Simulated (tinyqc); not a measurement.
UHF in the sto-3g basis, for H2O+, spin multiplicity 2, step by step (part 1 of 3). This run ends on a higher stationary point, not on the lowest solution. Computed by tinyqc, a small Python program that keeps every step (integrals from PySCF). Settings: charge = 1, multiplicity = 2, basis = sto-3g, energy threshold = 1e-10, iteration cap = 61, orthogonalisation = canonical, start = highest core orbitals, DIIS depth = 6, method = UHF. Command: `OMP_NUM_THREADS=1 python tinyqc.py 20745 20746 out.jsonl` (the two numbers bound the seeds that draw the settings). One thread of a shared host (Intel(R) Xeon(R) Processor @ 2.60GHz), about 0.2 s of CPU time with the checks. Later iterations appear only in the table of the cycle.

## One-electron integrals

Geometry (angstrom):
```
atom         x          y         z
O     0.000000   0.000000  0.000000
H     0.000000   1.009000  0.641000
H     0.000000  -1.009000  0.641000
```

Basis sto-3g: exponents (1/bohr^2) and contraction coefficients of normalised primitives:
```
element  l (shell)    exponent  coefficient
O            s (1)  130.709320     0.154329
O            s (1)   23.808861     0.535328
O            s (1)    6.443608     0.444635
O            s (2)    5.033151    -0.099967
O            s (2)    1.169596     0.399513
O            s (2)    0.380389     0.700115
O            p (3)    5.033151     0.155916
O            p (3)    1.169596     0.607684
O            p (3)    0.380389     0.391957
H            s (1)    3.425251     0.154329
H            s (1)    0.623914     0.535328
H            s (1)    0.168855     0.444635
```

Overlap, kinetic and nuclear-attraction integrals over the contracted functions; the nuclear repulsion is the sum of Za Zb / Rab.

nuclear repulsion = 7.34512309 hartree

overlap S, order 1O 1s, 1O 2s, 1O 2px, 1O 2py, 1O 2pz, 2H 1s, 3H 1s:
$$\begin{pmatrix}
1.000000 & 0.236704 & 0.000000 & 0.000000 & 0.000000 & 0.030650 & 0.030650 \\
0.236704 & 1.000000 & 0.000000 & 0.000000 & 0.000000 & 0.333096 & 0.333096 \\
0.000000 & 0.000000 & 1.000000 & 0.000000 & 0.000000 & 0.000000 & 0.000000 \\
0.000000 & 0.000000 & 0.000000 & 1.000000 & 0.000000 & 0.256653 & -0.256653 \\
0.000000 & 0.000000 & 0.000000 & 0.000000 & 1.000000 & 0.163047 & 0.163047 \\
0.030650 & 0.333096 & 0.000000 & 0.256653 & 0.163047 & 1.000000 & 0.115738 \\
0.030650 & 0.333096 & 0.000000 & -0.256653 & 0.163047 & 0.115738 & 1.000000
\end{pmatrix}$$

kinetic energy T (hartree), order 1O 1s, 1O 2s, 1O 2px, 1O 2py, 1O 2pz, 2H 1s, 3H 1s:
$$\begin{pmatrix}
29.003200 & -0.168011 & 0.000000 & 0.000000 & 0.000000 & -0.008851 & -0.008851 \\
-0.168011 & 0.808128 & 0.000000 & 0.000000 & 0.000000 & 0.042243 & 0.042243 \\
0.000000 & 0.000000 & 2.528731 & 0.000000 & 0.000000 & 0.000000 & 0.000000 \\
0.000000 & 0.000000 & 0.000000 & 2.528731 & 0.000000 & 0.114336 & -0.114336 \\
0.000000 & 0.000000 & 0.000000 & 0.000000 & 2.528731 & 0.072635 & 0.072635 \\
-0.008851 & 0.042243 & 0.000000 & 0.114336 & 0.072635 & 0.760032 & -0.010315 \\
-0.008851 & 0.042243 & 0.000000 & -0.114336 & 0.072635 & -0.010315 & 0.760032
\end{pmatrix}$$

nuclear attraction V (hartree), order 1O 1s, 1O 2s, 1O 2px, 1O 2py, 1O 2pz, 2H 1s, 3H 1s:
$$\begin{pmatrix}
-61.503817 & -7.392648 & 0.000000 & 0.000000 & -0.010675 & -0.978716 & -0.978716 \\
-7.392648 & -9.934940 & 0.000000 & 0.000000 & -0.132286 & -2.476355 & -2.476355 \\
0.000000 & 0.000000 & -9.813445 & 0.000000 & 0.000000 & 0.000000 & 0.000000 \\
0.000000 & 0.000000 & 0.000000 & -9.916967 & 0.000000 & -1.670578 & 1.670578 \\
-0.010675 & -0.132286 & 0.000000 & 0.000000 & -9.855225 & -1.089673 & -1.089673 \\
-0.978716 & -2.476355 & 0.000000 & -1.670578 & -1.089673 & -4.979902 & -0.659774 \\
-0.978716 & -2.476355 & 0.000000 & 1.670578 & -1.089673 & -0.659774 & -4.979902
\end{pmatrix}$$

core Hamiltonian H = T + V (hartree), order 1O 1s, 1O 2s, 1O 2px, 1O 2py, 1O 2pz, 2H 1s, 3H 1s:
$$\begin{pmatrix}
-32.500617 & -7.560659 & 0.000000 & 0.000000 & -0.010675 & -0.987567 & -0.987567 \\
-7.560659 & -9.126812 & 0.000000 & 0.000000 & -0.132286 & -2.434112 & -2.434112 \\
0.000000 & 0.000000 & -7.284713 & 0.000000 & 0.000000 & 0.000000 & 0.000000 \\
0.000000 & 0.000000 & 0.000000 & -7.388236 & 0.000000 & -1.556242 & 1.556242 \\
-0.010675 & -0.132286 & 0.000000 & 0.000000 & -7.326493 & -1.017037 & -1.017037 \\
-0.987567 & -2.434112 & 0.000000 & -1.556242 & -1.017037 & -4.219870 & -0.670088 \\
-0.987567 & -2.434112 & 0.000000 & 1.556242 & -1.017037 & -0.670088 & -4.219870
\end{pmatrix}$$

## Two-electron integrals

Functions are numbered as in S; the eight-fold symmetry (ij|kl) = (ji|kl) = (kl|ij) leaves the list below.

Two-electron integrals (ij|kl) in chemists' order, unique and non-zero (hartree):
```
(11|11) 4.785065    (21|11) 0.741380    (21|21) 0.136873    (22|11) 1.118947
(22|21) 0.256633    (22|22) 0.817206    (31|31) 0.024477    (32|31) 0.037809
(32|32) 0.180518    (33|11) 1.115814    (33|21) 0.256684    (33|22) 0.817023
(33|33) 0.880159    (41|41) 0.024477    (42|41) 0.037809    (42|42) 0.180518
(43|43) 0.047444    (44|11) 1.115814    (44|21) 0.256684    (44|22) 0.817023
(44|33) 0.785270    (44|44) 0.880159    (51|51) 0.024477    (52|51) 0.037809
(52|52) 0.180518    (53|53) 0.047444    (54|54) 0.047444    (55|11) 1.115814
(55|21) 0.256684    (55|22) 0.817023    (55|33) 0.785270    (55|44) 0.785270
(55|55) 0.880159    (61|11) 0.097051    (61|21) 0.017786    (61|22) 0.033202
(61|33) 0.033138    (61|41) 0.000677    (61|42) 0.001280    (61|44) 0.033279
(61|51) 0.000430    (61|52) 0.000813    (61|54) 0.000090    (61|55) 0.033194
(61|61) 0.002340    (62|11) 0.262765    (62|21) 0.061139    (62|22) 0.218898
(62|33) 0.214997    (62|41) 0.003867    (62|42) 0.030959    (62|44) 0.223179
(62|51) 0.002456    (62|52) 0.019668    (62|54) 0.005198    (62|55) 0.218299
(62|61) 0.008116    (62|62) 0.075849    (63|31) 0.006063    (63|32) 0.036496
(63|43) 0.006240    (63|53) 0.003964    (63|63) 0.010206    (64|11) 0.169363
(64|21) 0.039882    (64|22) 0.152475    (64|33) 0.145750    (64|41) 0.008252
(64|42) 0.056635    (64|44) 0.163587    (64|51) 0.001391    (64|52) 0.012794
(64|54) 0.007367    (64|55) 0.147912    (64|61) 0.005500    (64|62) 0.064263
(64|64) 0.064051    (65|11) 0.107593    (65|21) 0.025336    (65|22) 0.096865
(65|33) 0.092592    (65|41) 0.001391    (65|42) 0.012794    (65|44) 0.095995
(65|51) 0.006947    (65|52) 0.044624    (65|54) 0.008402    (65|55) 0.101894
(65|61) 0.003494    (65|62) 0.040825    (65|64) 0.034207    (65|65) 0.031937
(66|11) 0.436157    (66|21) 0.103094    (66|22) 0.425379    (66|33) 0.409327
(66|41) 0.007633    (66|42) 0.086410    (66|44) 0.443276    (66|51) 0.004849
(66|52) 0.054895    (66|54) 0.021567    (66|55) 0.423028    (66|61) 0.013765
(66|62) 0.195087    (66|64) 0.188743    (66|65) 0.119905    (66|66) 0.774606
(71|11) 0.097051    (71|21) 0.017786    (71|22) 0.033202    (71|33) 0.033138
(71|41) -0.000677   (71|42) -0.001280   (71|44) 0.033279    (71|51) 0.000430
(71|52) 0.000813    (71|54) -0.000090   (71|55) 0.033194    (71|61) 0.002300
(71|62) 0.007828    (71|64) 0.004906    (71|65) 0.003375    (71|66) 0.013177
(71|71) 0.002340    (72|11) 0.262765    (72|21) 0.061139    (72|22) 0.218898
(72|33) 0.214997    (72|41) -0.003867   (72|42) -0.030959   (72|44) 0.223179
(72|51) 0.002456    (72|52) 0.019668    (72|54) -0.005198   (72|55) 0.218299
(72|61) 0.007828    (72|62) 0.058035    (72|64) 0.034611    (72|65) 0.030246
(72|66) 0.117530    (72|71) 0.008116    (72|72) 0.075849    (73|31) 0.006063
(73|32) 0.036496    (73|43) -0.006240   (73|53) 0.003964    (73|63) 0.007447
(73|73) 0.010206    (74|11) -0.169363   (74|21) -0.039882   (74|22) -0.152475
(74|33) -0.145750   (74|41) 0.008252    (74|42) 0.056635    (74|44) -0.163587
(74|51) -0.001391   (74|52) -0.012794   (74|54) 0.007367    (74|55) -0.147912
(74|61) -0.004906   (74|62) -0.034611   (74|64) -0.013735   (74|65) -0.017728
(74|66) -0.065641   (74|71) -0.005500   (74|72) -0.064263   (74|74) 0.064051
(75|11) 0.107593    (75|21) 0.025336    (75|22) 0.096865    (75|33) 0.092592
(75|41) -0.001391   (75|42) -0.012794   (75|44) 0.095995    (75|51) 0.006947
(75|52) 0.044624    (75|54) -0.008402   (75|55) 0.101894    (75|61) 0.003375
(75|62) 0.030246    (75|64) 0.017728    (75|65) 0.022978    (75|66) 0.066320
(75|71) 0.003494    (75|72) 0.040825    (75|74) -0.034207   (75|75) 0.031937
(76|11) 0.066486    (76|21) 0.015605    (76|22) 0.060488    (76|33) 0.059193
(76|44) 0.060578    (76|51) 0.000996    (76|52) 0.009483    (76|55) 0.061627
(76|61) 0.002044    (76|62) 0.020322    (76|64) 0.015104    (76|65) 0.012343
(76|66) 0.053966    (76|71) 0.002044    (76|72) 0.020322    (76|74) -0.015104
(76|75) 0.012343    (76|76) 0.006887    (77|11) 0.436157    (77|21) 0.103094
(77|22) 0.425379    (77|33) 0.409327    (77|41) -0.007633   (77|42) -0.086410
(77|44) 0.443276    (77|51) 0.004849    (77|52) 0.054895    (77|54) -0.021567
(77|55) 0.423028    (77|61) 0.013177    (77|62) 0.117530    (77|64) 0.065641
(77|65) 0.066320    (77|66) 0.261400    (77|71) 0.013765    (77|72) 0.195087
(77|74) -0.188743   (77|75) 0.119905    (77|76) 0.053966    (77|77) 0.774606
```

## Orthogonalisation

S = U s U^T; canonical form X = U s^(-1/2), so that X^T S X = 1. Each column of U has its largest component positive (the first on a tie).

eigenvalues of S: [0.493571, 0.574584, 0.896771, 1.000000, 1.089630, 1.309678, 1.635766]

X, order 1O 1s, 1O 2s, 1O 2px, 1O 2py, 1O 2pz, 2H 1s, 3H 1s:
$$\begin{pmatrix}
-0.386715 & 0.000000 & 0.711154 & 0.000000 & -0.602888 & 0.000000 & 0.216400 \\
0.985884 & 0.000000 & -0.254933 & 0.000000 & -0.274209 & 0.000000 & 0.482016 \\
0.000000 & 0.000000 & 0.000000 & 1.000000 & 0.000000 & 0.000000 & 0.000000 \\
0.000000 & 0.856263 & 0.000000 & 0.000000 & 0.000000 & 0.664742 & 0.000000 \\
0.394106 & 0.000000 & 0.673417 & 0.000000 & 0.645131 & 0.000000 & 0.196505 \\
-0.612052 & -0.709649 & -0.213177 & 0.000000 & 0.177319 & 0.401039 & 0.383113 \\
-0.612052 & 0.709649 & -0.213177 & 0.000000 & 0.177319 & -0.401039 & 0.383113
\end{pmatrix}$$

## Starting guess

The start is the highest orbitals of the core Hamiltonian (a deliberately bad start); D(s) = C_occ C_occ^T for each spin.

D(alpha) at the start, order 1O 1s, 1O 2s, 1O 2px, 1O 2py, 1O 2pz, 2H 1s, 3H 1s:
$$\begin{pmatrix}
0.006513 & -0.036110 & 0.000000 & 0.000000 & 0.059256 & 0.030145 & 0.030145 \\
-0.036110 & 0.230002 & 0.000000 & 0.000000 & -0.217626 & -0.282053 & -0.282053 \\
0.000000 & 0.000000 & 1.000000 & 0.000000 & 0.000000 & 0.000000 & 0.000000 \\
0.000000 & 0.000000 & 0.000000 & 1.175068 & 0.000000 & -0.341058 & 0.341058 \\
0.059256 & -0.217626 & 0.000000 & 0.000000 & 0.952243 & -0.153692 & -0.153692 \\
0.030145 & -0.282053 & 0.000000 & -0.341058 & -0.153692 & 1.247313 & -0.081555 \\
0.030145 & -0.282053 & 0.000000 & 0.341058 & -0.153692 & -0.081555 & 1.247313
\end{pmatrix}$$

D(beta) at the start, order 1O 1s, 1O 2s, 1O 2px, 1O 2py, 1O 2pz, 2H 1s, 3H 1s:
$$\begin{pmatrix}
0.006513 & -0.036110 & 0.000000 & 0.000000 & 0.059256 & 0.030145 & 0.030145 \\
-0.036110 & 0.230002 & 0.000000 & 0.000000 & -0.217626 & -0.282053 & -0.282053 \\
0.000000 & 0.000000 & 1.000000 & 0.000000 & 0.000000 & 0.000000 & 0.000000 \\
0.000000 & 0.000000 & 0.000000 & 0.068002 & 0.000000 & -0.210069 & 0.210069 \\
0.059256 & -0.217626 & 0.000000 & 0.000000 & 0.952243 & -0.153692 & -0.153692 \\
0.030145 & -0.282053 & 0.000000 & -0.210069 & -0.153692 & 1.231814 & -0.066056 \\
0.030145 & -0.282053 & 0.000000 & 0.210069 & -0.153692 & -0.066056 & 1.231814
\end{pmatrix}$$

## Iteration 1: building the Fock matrix

J_ij = sum D_kl (ij|kl) with D = D(alpha) + D(beta), K_ij = sum D_kl (ik|jl) for each spin; F = H + J - K(s); E = tr D H + tr D J / 2 - 0.5 sum_s tr D(s) K(s) + E_nn.

Coulomb J (hartree), order 1O 1s, 1O 2s, 1O 2px, 1O 2py, 1O 2pz, 2H 1s, 3H 1s:
$$\begin{pmatrix}
7.281470 & 1.683054 & 0.000000 & 0.000000 & -0.020409 & 0.217289 & 0.217289 \\
1.683054 & 5.709222 & 0.000000 & 0.000000 & -0.006052 & 1.669132 & 1.669132 \\
0.000000 & 0.000000 & 5.685077 & 0.000000 & 0.000000 & 0.000000 & 0.000000 \\
0.000000 & 0.000000 & 0.000000 & 5.719238 & 0.000000 & 1.230547 & -1.230547 \\
-0.020409 & -0.006052 & 0.000000 & 0.000000 & 5.719590 & 0.791341 & 0.791341 \\
0.217289 & 1.669132 & 0.000000 & 1.230547 & 0.791341 & 4.123287 & 0.501180 \\
0.217289 & 1.669132 & 0.000000 & -1.230547 & 0.791341 & 0.501180 & 4.123287
\end{pmatrix}$$

exchange K(alpha) (hartree), order 1O 1s, 1O 2s, 1O 2px, 1O 2py, 1O 2pz, 2H 1s, 3H 1s:
$$\begin{pmatrix}
0.081561 & 0.114896 & 0.000000 & 0.000000 & -0.009941 & 0.018324 & 0.018324 \\
0.114896 & 0.620683 & 0.000000 & 0.000000 & -0.259881 & 0.195079 & 0.195079 \\
0.000000 & 0.000000 & 0.992889 & 0.000000 & 0.000000 & 0.000000 & 0.000000 \\
0.000000 & 0.000000 & 0.000000 & 1.037241 & 0.000000 & 0.234894 & -0.234894 \\
-0.009941 & -0.259881 & 0.000000 & 0.000000 & 0.932581 & 0.084033 & 0.084033 \\
0.018324 & 0.195079 & 0.000000 & 0.234894 & 0.084033 & 0.801713 & 0.059411 \\
0.018324 & 0.195079 & 0.000000 & -0.234894 & 0.084033 & 0.059411 & 0.801713
\end{pmatrix}$$

exchange K(beta) (hartree), order 1O 1s, 1O 2s, 1O 2px, 1O 2py, 1O 2pz, 2H 1s, 3H 1s:
$$\begin{pmatrix}
0.054816 & 0.074378 & 0.000000 & 0.000000 & -0.009557 & 0.010256 & 0.010256 \\
0.074378 & 0.436506 & 0.000000 & 0.000000 & -0.255496 & 0.146381 & 0.146381 \\
0.000000 & 0.000000 & 0.943549 & 0.000000 & 0.000000 & 0.000000 & 0.000000 \\
0.000000 & 0.000000 & 0.000000 & 0.146149 & 0.000000 & 0.110637 & -0.110637 \\
-0.009557 & -0.255496 & 0.000000 & 0.000000 & 0.884182 & 0.080030 & 0.080030 \\
0.010256 & 0.146381 & 0.000000 & 0.110637 & 0.080030 & 0.765854 & 0.063863 \\
0.010256 & 0.146381 & 0.000000 & -0.110637 & 0.080030 & 0.063863 & 0.765854
\end{pmatrix}$$

F(alpha) (hartree), order 1O 1s, 1O 2s, 1O 2px, 1O 2py, 1O 2pz, 2H 1s, 3H 1s:
$$\begin{pmatrix}
-25.300708 & -5.992500 & 0.000000 & 0.000000 & -0.021143 & -0.788601 & -0.788601 \\
-5.992500 & -4.038273 & 0.000000 & 0.000000 & 0.121544 & -0.960058 & -0.960058 \\
0.000000 & 0.000000 & -2.592525 & 0.000000 & 0.000000 & 0.000000 & 0.000000 \\
0.000000 & 0.000000 & 0.000000 & -2.706239 & 0.000000 & -0.560589 & 0.560589 \\
-0.021143 & 0.121544 & 0.000000 & 0.000000 & -2.539485 & -0.309729 & -0.309729 \\
-0.788601 & -0.960058 & 0.000000 & -0.560589 & -0.309729 & -0.898297 & -0.228319 \\
-0.788601 & -0.960058 & 0.000000 & 0.560589 & -0.309729 & -0.228319 & -0.898297
\end{pmatrix}$$

F(beta) (hartree), order 1O 1s, 1O 2s, 1O 2px, 1O 2py, 1O 2pz, 2H 1s, 3H 1s:
$$\begin{pmatrix}
-25.273963 & -5.951983 & 0.000000 & 0.000000 & -0.021527 & -0.780534 & -0.780534 \\
-5.951983 & -3.854097 & 0.000000 & 0.000000 & 0.117159 & -0.911361 & -0.911361 \\
0.000000 & 0.000000 & -2.543185 & 0.000000 & 0.000000 & 0.000000 & 0.000000 \\
0.000000 & 0.000000 & 0.000000 & -1.815147 & 0.000000 & -0.436332 & 0.436332 \\
-0.021527 & 0.117159 & 0.000000 & 0.000000 & -2.491085 & -0.305726 & -0.305726 \\
-0.780534 & -0.911361 & 0.000000 & -0.436332 & -0.305726 & -0.862438 & -0.232771 \\
-0.780534 & -0.911361 & 0.000000 & 0.436332 & -0.305726 & -0.232771 & -0.862438
\end{pmatrix}$$

total energy of this density = -26.35476989 hartree

## Iteration 1: diagonalisation and new density

Diagonalise F' = X^T F X, C = X C', fill 5 alpha and 4 beta electrons from the bottom; D(s) = C_occ C_occ^T. Each column has its largest component positive (the first on a tie).

F' = X^T F X (alpha) (hartree):
$$\begin{pmatrix}
-2.407542 & 0.000000 & 3.248678 & 0.000000 & -3.137803 & 0.000000 & 0.679702 \\
0.000000 & -1.296420 & 0.000000 & 0.000000 & 0.000000 & -1.015137 & 0.000000 \\
3.248678 & 0.000000 & -11.753848 & 0.000000 & 9.335388 & 0.000000 & -5.351643 \\
0.000000 & 0.000000 & 0.000000 & -2.592525 & 0.000000 & 0.000000 & 0.000000 \\
-3.137803 & 0.000000 & 9.335388 & 0.000000 & -12.253225 & 0.000000 & 5.654111 \\
0.000000 & -1.015137 & 0.000000 & 0.000000 & 0.000000 & -2.009130 & 0.000000 \\
0.679702 & 0.000000 & -5.351643 & 0.000000 & 5.654111 & 0.000000 & -4.844700
\end{pmatrix}$$

orbital energies (alpha) (hartree): MO1 -25.300735, MO2 -2.839284, MO3 -2.728643, MO4 -2.592525, MO5 -2.494695, MO6 -0.624602, MO7 -0.576908

coefficients C (alpha), order 1O 1s, 1O 2s, 1O 2px, 1O 2py, 1O 2pz, 2H 1s, 3H 1s:
$$\begin{pmatrix}
1.000002 & -0.228941 & 0.000000 & 0.000000 & -0.099391 & 0.057418 & 0.000000 \\
-0.000114 & 0.979643 & 0.000000 & 0.000000 & 0.432850 & -0.444330 & 0.000000 \\
0.000000 & 0.000000 & 0.000000 & 1.000000 & 0.000000 & 0.000000 & 0.000000 \\
0.000000 & 0.000000 & 1.037475 & 0.000000 & 0.000000 & 0.000000 & -0.314187 \\
0.000794 & -0.368147 & 0.000000 & 0.000000 & 0.943238 & -0.195927 & 0.000000 \\
0.000404 & -0.044189 & -0.083175 & 0.000000 & -0.064233 & 0.769540 & 0.810873 \\
0.000404 & -0.044189 & 0.083175 & 0.000000 & -0.064233 & 0.769540 & -0.810873
\end{pmatrix}$$

F' = X^T F X (beta) (hartree):
$$\begin{pmatrix}
-2.341431 & 0.000000 & 3.231059 & 0.000000 & -3.162165 & 0.000000 & 0.757184 \\
0.000000 & -0.904501 & 0.000000 & 0.000000 & 0.000000 & -0.562771 & 0.000000 \\
3.231059 & 0.000000 & -11.713707 & 0.000000 & 9.360540 & 0.000000 & -5.372683 \\
0.000000 & 0.000000 & 0.000000 & -2.543185 & 0.000000 & 0.000000 & 0.000000 \\
-3.162165 & 0.000000 & 9.360540 & 0.000000 & -12.203380 & 0.000000 & 5.618610 \\
0.000000 & -0.562771 & 0.000000 & 0.000000 & 0.000000 & -1.469904 & 0.000000 \\
0.757184 & 0.000000 & -5.372683 & 0.000000 & 5.618610 & 0.000000 & -4.742126
\end{pmatrix}$$

orbital energies (beta) (hartree): MO1 -25.274043, MO2 -2.684585, MO3 -2.543185, MO4 -2.422512, MO5 -1.816990, MO6 -0.619503, MO7 -0.557416

coefficients C (beta), order 1O 1s, 1O 2s, 1O 2px, 1O 2py, 1O 2pz, 2H 1s, 3H 1s:
$$\begin{pmatrix}
1.000402 & -0.207805 & 0.000000 & -0.135193 & 0.000000 & 0.057686 & 0.000000 \\
-0.001870 & 0.893500 & 0.000000 & 0.589118 & 0.000000 & -0.446189 & 0.000000 \\
0.000000 & 0.000000 & 1.000000 & 0.000000 & 0.000000 & 0.000000 & 0.000000 \\
0.000000 & 0.000000 & 0.000000 & 0.000000 & 1.015273 & 0.000000 & -0.379854 \\
0.000744 & -0.520220 & 0.000000 & 0.868441 & 0.000000 & -0.196976 & 0.000000 \\
0.000630 & -0.032170 & 0.000000 & -0.069340 & -0.031179 & 0.769693 & 0.814532 \\
0.000630 & -0.032170 & 0.000000 & -0.069340 & 0.031179 & 0.769693 & -0.814532
\end{pmatrix}$$

D(alpha) after iteration 1, order 1O 1s, 1O 2s, 1O 2px, 1O 2py, 1O 2pz, 2H 1s, 3H 1s:
$$\begin{pmatrix}
1.062296 & -0.267415 & 0.000000 & 0.000000 & -0.008672 & 0.016905 & 0.016905 \\
-0.267415 & 1.147060 & 0.000000 & 0.000000 & 0.047628 & -0.071093 & -0.071093 \\
0.000000 & 0.000000 & 1.000000 & 0.000000 & 0.000000 & 0.000000 & 0.000000 \\
0.000000 & 0.000000 & 0.000000 & 1.076354 & 0.000000 & -0.086292 & 0.086292 \\
-0.008672 & 0.047628 & 0.000000 & 0.000000 & 1.025231 & -0.044319 & -0.044319 \\
0.016905 & -0.071093 & 0.000000 & -0.086292 & -0.044319 & 0.012997 & -0.000839 \\
0.016905 & -0.071093 & 0.000000 & 0.086292 & -0.044319 & -0.000839 & 0.012997
\end{pmatrix}$$

D(beta) after iteration 1, order 1O 1s, 1O 2s, 1O 2px, 1O 2py, 1O 2pz, 2H 1s, 3H 1s:
$$\begin{pmatrix}
1.062265 & -0.267189 & 0.000000 & 0.000000 & -0.008559 & 0.016690 & 0.016690 \\
-0.267189 & 1.145405 & 0.000000 & 0.000000 & 0.046796 & -0.069594 & -0.069594 \\
0.000000 & 0.000000 & 1.000000 & 0.000000 & 0.000000 & 0.000000 & 0.000000 \\
0.000000 & 0.000000 & 0.000000 & 0.000000 & 0.000000 & 0.000000 & 0.000000 \\
-0.008559 & 0.046796 & 0.000000 & 0.000000 & 1.024819 & -0.043482 & -0.043482 \\
0.016690 & -0.069594 & 0.000000 & 0.000000 & -0.043482 & 0.005843 & 0.005843 \\
0.016690 & -0.069594 & 0.000000 & 0.000000 & -0.043482 & 0.005843 & 0.005843
\end{pmatrix}$$
